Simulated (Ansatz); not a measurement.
Ansatz (a quantum-chemistry and plane-wave program) input (B3LYP/6-31G*):

Ansatz 0.2 input:
```yaml
crystal:
  periodic: [false, false, false]
  atoms:
    - {symbol: C, position_ang: [-0.01429444, -0.07186234, -1.23929924]}
    - {symbol: Si, position_ang: [0.00839792, 0.17284356, 0.73702377]}
    - {symbol: H, position_ang: [-0.01746374, -1.11643823, -1.58447854]}
    - {symbol: H, position_ang: [-0.89995830, 0.41691578, -1.67494521]}
    - {symbol: H, position_ang: [0.86026762, 0.41831100, -1.69532908]}
    - {symbol: H, position_ang: [-1.11789225, -0.85460833, 1.04919998]}
    - {symbol: H, position_ang: [1.14324240, -0.85281607, 1.02301546]}
basis:
  gaussian:
    orbitals: 6-31G*
hamiltonian:
  xc: {name: B3LYP}
total_charge: -1
phonons: {temperatures: {t_min: 298.15, t_max: 298.15, t_step: 100}}
```

Output:

```
Functional definition: B3LYP
integrals: 0.01 GiB planned
510 factors; integrals over basis functions are off by at most 4.3e-4 eV
mean field: 0.10 GiB planned
mean field evaluation 1: about -8994.9422 eV, gradient 1.6e1 eV
mean field evaluation 2: about -8995.0644 eV, gradient 1.6e1 eV
mean field evaluation 4: about -8995.7185 eV, gradient 3.8e-1 eV
mean field evaluation 8: about -8995.7134 eV, gradient 1.2e-2 eV
mean field -8995.71344451 eV, -330.5863715721 hartree, gradient 5.9e-5 eV, S^2 0.000000; 0 other end points of the search recorded, 0 dependent functions left out
the calculation of the forces begins
reference -8995.71364693 eV, -330.5863790111 hartree; 13, 13 occupied and 31, 31 virtual orbitals, 510 factors
these checks for a lower state are left out or cut short: stability, starts, cluster_reference, orbital_swaps, neighbouring_geometries, increment
integrals: 0.01 GiB planned
510 factors; integrals over basis functions are off by at most 4.3e-4 eV
mean field: 0.10 GiB planned
mean field evaluation 16: about -8995.7133 eV, gradient 1.0e-1 eV
mean field -8995.71335015 eV, -330.5863681046 hartree, gradient 2.4e-6 eV, S^2 0.000000; 0 other end points of the search recorded, 0 dependent functions left out
the calculation of the forces begins
reference -8995.71355262 eV, -330.5863755451 hartree; 13, 13 occupied and 31, 31 virtual orbitals, 510 factors
these checks for a lower state are left out or cut short: stability, starts, cluster_reference, orbital_swaps, neighbouring_geometries, increment
integrals: 0.01 GiB planned
510 factors; integrals over basis functions are off by at most 4.3e-4 eV
mean field: 0.10 GiB planned
mean field -8995.71334744 eV, -330.5863680049 hartree, gradient 2.3e-6 eV, S^2 0.000000; 0 other end points of the search recorded, 0 dependent functions left out
the calculation of the forces begins
reference -8995.71354983 eV, -330.5863754424 hartree; 13, 13 occupied and 31, 31 virtual orbitals, 510 factors
these checks for a lower state are left out or cut short: stability, starts, cluster_reference, orbital_swaps, neighbouring_geometries, increment
integrals: 0.01 GiB planned
510 factors; integrals over basis functions are off by at most 4.2e-4 eV
mean field: 0.10 GiB planned
mean field evaluation 32: about -8995.7133 eV, gradient 3.9e-5 eV
mean field -8995.71329322 eV, -330.5863660123 hartree, gradient 7.0e-7 eV, S^2 0.000000; 0 other end points of the search recorded, 0 dependent functions left out
the calculation of the forces begins
reference -8995.71349565 eV, -330.5863734515 hartree; 13, 13 occupied and 31, 31 virtual orbitals, 510 factors
these checks for a lower state are left out or cut short: stability, starts, cluster_reference, orbital_swaps, neighbouring_geometries, increment
integrals: 0.01 GiB planned
510 factors; integrals over basis functions are off by at most 4.3e-4 eV
mean field: 0.10 GiB planned
mean field -8995.71329409 eV, -330.5863660444 hartree, gradient 2.7e-6 eV, S^2 0.000000; 0 other end points of the search recorded, 0 dependent functions left out
the calculation of the forces begins
reference -8995.71349651 eV, -330.5863734832 hartree; 13, 13 occupied and 31, 31 virtual orbitals, 510 factors
these checks for a lower state are left out or cut short: stability, starts, cluster_reference, orbital_swaps, neighbouring_geometries, increment
integrals: 0.01 GiB planned
510 factors; integrals over basis functions are off by at most 4.3e-4 eV
mean field: 0.10 GiB planned
mean field -8995.71339934 eV, -330.5863699122 hartree, gradient 2.0e-6 eV, S^2 0.000000; 0 other end points of the search recorded, 0 dependent functions left out
the calculation of the forces begins
reference -8995.71360178 eV, -330.5863773517 hartree; 13, 13 occupied and 31, 31 virtual orbitals, 510 factors
these checks for a lower state are left out or cut short: stability, starts, cluster_reference, orbital_swaps, neighbouring_geometries, increment
integrals: 0.01 GiB planned
510 factors; integrals over basis functions are off by at most 4.3e-4 eV
mean field: 0.10 GiB planned
mean field -8995.71340008 eV, -330.5863699396 hartree, gradient 6.8e-7 eV, S^2 0.000000; 0 other end points of the search recorded, 0 dependent functions left out
the calculation of the forces begins
reference -8995.71360250 eV, -330.5863773781 hartree; 13, 13 occupied and 31, 31 virtual orbitals, 510 factors
these checks for a lower state are left out or cut short: stability, starts, cluster_reference, orbital_swaps, neighbouring_geometries, increment
integrals: 0.01 GiB planned
510 factors; integrals over basis functions are off by at most 4.3e-4 eV
mean field: 0.10 GiB planned
mean field -8995.71339276 eV, -330.5863696704 hartree, gradient 1.3e-6 eV, S^2 0.000000; 0 other end points of the search recorded, 0 dependent functions left out
[...]
mean field -8995.71339079 eV, -330.5863695979 hartree, gradient 4.9e-7 eV, S^2 0.000000; 0 other end points of the search recorded, 0 dependent functions left out
the calculation of the forces begins
reference -8995.71359320 eV, -330.5863770363 hartree; 13, 13 occupied and 31, 31 virtual orbitals, 510 factors
these checks for a lower state are left out or cut short: stability, starts, cluster_reference, orbital_swaps, neighbouring_geometries, increment
integrals: 0.01 GiB planned
510 factors; integrals over basis functions are off by at most 4.3e-4 eV
mean field: 0.10 GiB planned
mean field evaluation 96: about -8995.7134 eV, gradient 2.6e-5 eV
mean field -8995.71337489 eV, -330.5863690137 hartree, gradient 1.5e-6 eV, S^2 0.000000; 0 other end points of the search recorded, 0 dependent functions left out
the calculation of the forces begins
reference -8995.71357728 eV, -330.5863764514 hartree; 13, 13 occupied and 31, 31 virtual orbitals, 510 factors
these checks for a lower state are left out or cut short: stability, starts, cluster_reference, orbital_swaps, neighbouring_geometries, increment
integrals: 0.01 GiB planned
510 factors; integrals over basis functions are off by at most 4.3e-4 eV
mean field: 0.10 GiB planned
mean field -8995.71337534 eV, -330.5863690302 hartree, gradient 8.8e-7 eV, S^2 0.000000; 0 other end points of the search recorded, 0 dependent functions left out
the calculation of the forces begins
reference -8995.71357780 eV, -330.5863764705 hartree; 13, 13 occupied and 31, 31 virtual orbitals, 510 factors
these checks for a lower state are left out or cut short: stability, starts, cluster_reference, orbital_swaps, neighbouring_geometries, increment
integrals: 0.01 GiB planned
510 factors; integrals over basis functions are off by at most 4.3e-4 eV
mean field: 0.10 GiB planned
mean field -8995.71341327 eV, -330.5863704242 hartree, gradient 7.4e-7 eV, S^2 0.000000; 0 other end points of the search recorded, 0 dependent functions left out
the calculation of the forces begins
reference -8995.71361572 eV, -330.5863778640 hartree; 13, 13 occupied and 31, 31 virtual orbitals, 510 factors
these checks for a lower state are left out or cut short: stability, starts, cluster_reference, orbital_swaps, neighbouring_geometries, increment
integrals: 0.01 GiB planned
510 factors; integrals over basis functions are off by at most 4.3e-4 eV
mean field: 0.10 GiB planned
mean field -8995.71341326 eV, -330.5863704239 hartree, gradient 7.3e-7 eV, S^2 0.000000; 0 other end points of the search recorded, 0 dependent functions left out
the calculation of the forces begins
reference -8995.71361567 eV, -330.5863778622 hartree; 13, 13 occupied and 31, 31 virtual orbitals, 510 factors
these checks for a lower state are left out or cut short: stability, starts, cluster_reference, orbital_swaps, neighbouring_geometries, increment
integrals: 0.01 GiB planned
510 factors; integrals over basis functions are off by at most 4.3e-4 eV
mean field: 0.10 GiB planned
mean field -8995.71342057 eV, -330.5863706924 hartree, gradient 3.0e-6 eV, S^2 0.000000; 0 other end points of the search recorded, 0 dependent functions left out
the calculation of the forces begins
reference -8995.71362296 eV, -330.5863781302 hartree; 13, 13 occupied and 31, 31 virtual orbitals, 510 factors
these checks for a lower state are left out or cut short: stability, starts, cluster_reference, orbital_swaps, neighbouring_geometries, increment
integrals: 0.01 GiB planned
510 factors; integrals over basis functions are off by at most 4.3e-4 eV
mean field: 0.10 GiB planned
mean field evaluation 128: about -8995.7134 eV, gradient 2.7e-6 eV
mean field -8995.71342115 eV, -330.5863707136 hartree, gradient 2.7e-6 eV, S^2 0.000000; 0 other end points of the search recorded, 0 dependent functions left out
the calculation of the forces begins
reference -8995.71362361 eV, -330.5863781538 hartree; 13, 13 occupied and 31, 31 virtual orbitals, 510 factors
these checks for a lower state are left out or cut short: stability, starts, cluster_reference, orbital_swaps, neighbouring_geometries, increment
integrals: 0.01 GiB planned
510 factors; integrals over basis functions are off by at most 4.3e-4 eV
mean field: 0.10 GiB planned
mean field -8995.71342058 eV, -330.5863706929 hartree, gradient 2.5e-6 eV, S^2 0.000000; 0 other end points of the search recorded, 0 dependent functions left out
the calculation of the forces begins
reference -8995.71362302 eV, -330.5863781323 hartree; 13, 13 occupied and 31, 31 virtual orbitals, 510 factors
these checks for a lower state are left out or cut short: stability, starts, cluster_reference, orbital_swaps, neighbouring_geometries, increment
integrals: 0.01 GiB planned
510 factors; integrals over basis functions are off by at most 4.3e-4 eV
mean field: 0.10 GiB planned
mean field -8995.71342099 eV, -330.5863707078 hartree, gradient 2.6e-6 eV, S^2 0.000000; 0 other end points of the search recorded, 0 dependent functions left out
the calculation of the forces begins
reference -8995.71362341 eV, -330.5863781465 hartree; 13, 13 occupied and 31, 31 virtual orbitals, 510 factors
these checks for a lower state are left out or cut short: stability, starts, cluster_reference, orbital_swaps, neighbouring_geometries, increment
integrals: 0.01 GiB planned
510 factors; integrals over basis functions are off by at most 4.3e-4 eV
mean field: 0.10 GiB planned
mean field -8995.71342530 eV, -330.5863708662 hartree, gradient 3.0e-6 eV, S^2 0.000000; 0 other end points of the search recorded, 0 dependent functions left out
the calculation of the forces begins
reference -8995.71362772 eV, -330.5863783050 hartree; 13, 13 occupied and 31, 31 virtual orbitals, 510 factors
these checks for a lower state are left out or cut short: stability, starts, cluster_reference, orbital_swaps, neighbouring_geometries, increment
integrals: 0.01 GiB planned
510 factors; integrals over basis functions are off by at most 4.3e-4 eV
mean field: 0.10 GiB planned
mean field -8995.71342538 eV, -330.5863708690 hartree, gradient 2.9e-6 eV, S^2 0.000000; 0 other end points of the search recorded, 0 dependent functions left out
the calculation of the forces begins
reference -8995.71362781 eV, -330.5863783082 hartree; 13, 13 occupied and 31, 31 virtual orbitals, 510 factors
these checks for a lower state are left out or cut short: stability, starts, cluster_reference, orbital_swaps, neighbouring_geometries, increment
integrals: 0.01 GiB planned
510 factors; integrals over basis functions are off by at most 4.3e-4 eV
mean field: 0.10 GiB planned
mean field -8995.71343666 eV, -330.5863712838 hartree, gradient 1.1e-6 eV, S^2 0.000000; 0 other end points of the search recorded, 0 dependent functions left out
the calculation of the forces begins
reference -8995.71363911 eV, -330.5863787235 hartree; 13, 13 occupied and 31, 31 virtual orbitals, 510 factors
these checks for a lower state are left out or cut short: stability, starts, cluster_reference, orbital_swaps, neighbouring_geometries, increment
integrals: 0.01 GiB planned
510 factors; integrals over basis functions are off by at most 4.3e-4 eV
mean field: 0.10 GiB planned
mean field evaluation 160: about -8995.7134 eV, gradient 2.4e-2 eV
mean field -8995.71343715 eV, -330.5863713016 hartree, gradient 2.7e-6 eV, S^2 0.000000; 0 other end points of the search recorded, 0 dependent functions left out
the calculation of the forces begins
reference -8995.71363956 eV, -330.5863787400 hartree; 13, 13 occupied and 31, 31 virtual orbitals, 510 factors
Total energy: -8995.71364693 eV, -330.5863790111 hartree
Atom 0 at    -0.014294    -0.071862    -1.239299 Å, force     0.000007     0.000396     0.000646 eV/Å
Atom 1 at     0.008398     0.172844     0.737024 Å, force    -0.000003    -0.000009    -0.000286 eV/Å
Atom 2 at    -0.017464    -1.116438    -1.584479 Å, force     0.000000    -0.000315     0.000006 eV/Å
Atom 3 at    -0.899958     0.416916    -1.674945 Å, force    -0.000005     0.000006    -0.000124 eV/Å
Atom 4 at     0.860268     0.418311    -1.695329 Å, force     0.000002     0.000006    -0.000124 eV/Å
Atom 5 at    -1.117892    -0.854608     1.049200 Å, force    -0.000099    -0.000042    -0.000058 eV/Å
Atom 6 at     1.143242    -0.852816     1.023015 Å, force     0.000098    -0.000042    -0.000061 eV/Å
Dipole moment:    -0.007876    -0.170579    -0.691777 e Å
Vibrations: 208.55 566.64 576.91 607.43 893.55 904.31 969.47 1267.05 1509.88 1512.45 1859.51 1868.59 2981.94 3041.16 3044.95 cm⁻¹, zero-point energy 1.352197 eV
```

The blocks after the first are displaced geometries, from whose forces the wavenumbers follow.

The dipole moment of an ion depends on the origin.
